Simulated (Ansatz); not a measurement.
Compare A (`FCC1=C(F)N1`) with its isomer B (`N=C1[C@@H](F)[C@@H]1F`).

Calculated with Ansatz (gas phase, PBE0-D4/def2-TZVP geometries, no zero-point term in ΔE). CCSD(T)/CBS is the MP2 limit (def2-TZVPP, def2-QZVPP) plus CCSD(T) − MP2 in def2-TZVPP, frozen cores. DFT in def2-TZVPP. B3LYP here is the variant with VWN-RPA as its local correlation; programs differ in this. Each species was taken in one conformer, which may not be the lowest.

A:

```xyz
9

F    -1.314    1.250    1.278
C    -0.222    1.254    0.424
C     0.016   -0.049   -0.166
C    -0.085   -1.102   -0.872
F    -0.390   -1.685   -1.987
N     0.376   -1.551    0.366
H    -0.417    1.976   -0.375
H     0.643    1.588    1.003
H     1.392   -1.682    0.328
```

B:

```xyz
9

N     1.740   -0.773   -0.345
C     0.608   -0.283   -0.150
C    -0.484    0.198    0.722
F    -0.426    1.341    1.452
C    -0.608    0.249   -0.782
F    -1.536   -0.514   -1.410
H     2.254   -0.862    0.535
H    -1.058   -0.589    1.211
H    -0.489    1.233   -1.234
```

(1) Which is lower in electronic energy at CCSD(T)/CBS, and by how much? (Best estimate.)

(2) Give E(B) − E(A) in kcal/mol with PBE-D4, B3LYP, MP2/def2-TZVPP, B2PLYP, CCSD(T)/def2-TZVPP, r2SCAN-D4, CCSD/def2-TZVPP. (Best estimate.)

Largest T1 diagnostic: 0.013.

## Answers

(1) Computed: B, by 31.0 kcal/mol.

(2) The calculation gave: PBE-D4 -29.2, B3LYP -30.9, MP2/def2-TZVPP -29.5, B2PLYP -30.5, CCSD(T)/def2-TZVPP -31.4, r2SCAN-D4 -30.7, CCSD/def2-TZVPP -32.8. None reverses the order clearly.

From PBE to PBE0 (25 % exact exchange), in def2-TZVPP and without D4, E(B) − E(A) moves by −2.5 kcal/mol. In def2-TZVPP, CCSD(T) changes the Hartree–Fock value by +5.0 kcal/mol (the triples alone add +1.4 kcal/mol) and MP2 by +7.0 kcal/mol.
